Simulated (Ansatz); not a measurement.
Results of HSE06 (Ansatz, an electronic-structure program, PAW) for hcp Zr.

Run with plane-wave cutoff 520 eV, 12×12×6 k mesh (along the axes of the cell as run), Fermi–Dirac smearing 0.094 eV (set by the program), scalar-relativistic PAW data made under PBE.

Cell (relaxed at this level):

```xyz
2
Lattice="3.2482 0.0000 0.0000 -1.6241 2.8130 0.0000 0.0000 0.0000 5.1417" Properties=species:S:1:pos:R:3 pbc="T T T"
Zr     1.6241     0.9377     3.8563
Zr     0.0000     1.8753     1.2854
```

Question: Predict the Voigt–Reuss–Hill bulk modulus, elastic constant C13, elastic constant C44, Poisson ratio, elastic constant C11, elastic constant C12, elastic constant C33 and elastic constant C66.

Answer: 
- Voigt–Reuss–Hill bulk modulus = 98.3 GPa
- elastic constant C13 = 61.5 GPa
- elastic constant C44 = 44.7 GPa
- Poisson ratio = 0.290
- elastic constant C11 = 164 GPa
- elastic constant C12 = 68.2 GPa
- elastic constant C33 = 174 GPa
- elastic constant C66 = 48.0 GPa

Measured, for comparison: elastic constant C13 64.6 GPa, elastic constant C44 36.3 GPa, elastic constant C11 155 GPa, elastic constant C12 67.2 GPa, elastic constant C33 172 GPa (4 K, zero-point motion not removed; as tabulated in Clouet (2012), arXiv:1210.1082). Computed (rounded) less measured: elastic constant C13 -5 %, elastic constant C44 +23 %, elastic constant C11 +6 %, elastic constant C12 +1 %, elastic constant C33 +1 %.

Note: hybrids on metals are sensitive to the k mesh; the run warned that the count of filled bands differs between k points.

Elastic constants are with the ions relaxed.

Computed values are for the static lattice.

It cost around 4 core-hours (rough) of CPU time.
